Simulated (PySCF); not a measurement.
Geometries of 2 isomers of C3H4FN, from PBE0-D3(BJ)/def2-SVP geometry optimisation, gas phase in PySCF 2.14.0. One conformer each, no zero-point energy, no frequencies.

Question: Which is lower in electronic energy at this level?
A.
```xyz
9
angstrom
F      1.577    0.471    1.265
C      1.301   -0.244    0.139
C     -0.099   -0.047   -0.289
N     -0.837   -0.214   -1.288
C     -1.472    0.309   -0.014
H      1.462   -1.319    0.338
H      1.982    0.059   -0.676
H     -2.136   -0.377    0.529
H     -1.778    1.362   -0.004
```
B.
```xyz
9
angstrom
C     -1.793    0.001   -0.161
N     -0.644   -0.538   -0.221
C      0.478    0.270   -0.179
C      1.689   -0.296   -0.238
F      2.801    0.418   -0.199
H     -1.948    1.095   -0.078
H     -2.689   -0.633   -0.192
H      0.389    1.365   -0.097
H      1.844   -1.376   -0.320
```

Answer: B. That is `C=N/C=C/F`, 17.2 kcal/mol below the other.

| SMILES | atoms numbered as above | E (Eh) | relative (kcal/mol) | relative (kJ/mol) | dipole (D) |
| --- | --- | --- | --- | --- | --- |
| C=N/C=C/F | [CH2:1]=[N:2]/[CH:3]=[CH:4]/[F:5] | -270.76273 | 0.0 | 0.0 | 1.21 |
| FCC1=NC1 | [F:1][CH2:2][C:3]1=[N:4][CH2:5]1 | -270.73526 | 17.2 | 72.1 | 1.19 |

As drawn, the lower has a C=C bond outside aromatic rings, which the higher lacks; the higher has a three-membered ring, which the lower lacks.
